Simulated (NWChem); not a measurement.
**Correlation energy of CH$_{3}$**

```
C
H 1 1.0908
H 1 1.0908 2 120.00
H 1 1.0908 2 120.00 3 180.00
```
Charge 0, spin multiplicity 2.

All runs are NWChem calculations. The geometry was optimised at UB3LYP/def2-SVP, a minimum by its harmonic frequencies.

Basis set: cc-pVDZ. Each correlation energy counts from its own Hartree-Fock reference.

The correlated methods keep 1 core orbital frozen. The structure started from a generated list of species. The unpaired electrons of the parent sit in orbitals of symmetry b2 (C2v labels of the run); other states weren't searched. The stability of the SCF solutions was not checked. Open-shell Hartree-Fock references start from PBE0 orbitals. Coupled-cluster values serve here as a point of comparison, not as the truth.

Task: One of these methods gave a correlation energy of -157.3 mHa. Which?
A) CCSDT on ROHF
B) CCSD on UHF
C) SCS-UMP2
D) CCSD[T] on UHF

Result: A, CCSDT on ROHF. The others give -131.2 (SCS-UMP2), -150.0 (CCSD on UHF), -152.7 (CCSD[T] on UHF).
